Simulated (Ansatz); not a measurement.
The cluster LiAl2⁻. The state is a triplet with charge -1. Geometry PBE0-D4/def2-TZVPD; atoms count from 1.

Cartesian coordinates in Å:
```
Li -1.0299 0.0061 1.2738
Al -0.3398 -0.6368 -1.3250
Al 1.3697 0.6307 0.0513
```

The structure comes from a short search, and lower isomers may exist.

Q: Estimate the Mulliken populations from the PBE0/def2-TZVPD orbitals of Ansatz.

A: 
| atom | charge (e) | spin (α − β) |
| --- | --- | --- |
| Li1 | -0.03 | 0.04 |
| Al2 | -0.49 | 0.98 |
| Al3 | -0.49 | 0.98 |
Mulliken values depend strongly on the basis. With diffuse functions, as here, like atoms can get unlike values, and bond orders can come out too low or too high.

Q: Where does the spin sit?

A: Summed by element: Li 0.04, Al 1.96, of 2 unpaired in all. Largest on single atoms: Al2 0.98, Al3 0.98, Li1 0.04.

Q: And the Mayer bond orders between heavy atoms (over 0.3)?

A: Li1–Al2 0.66 (2.76 Å); Li1–Al3 0.66 (2.76 Å); Al2–Al3 1.36 (2.53 Å).
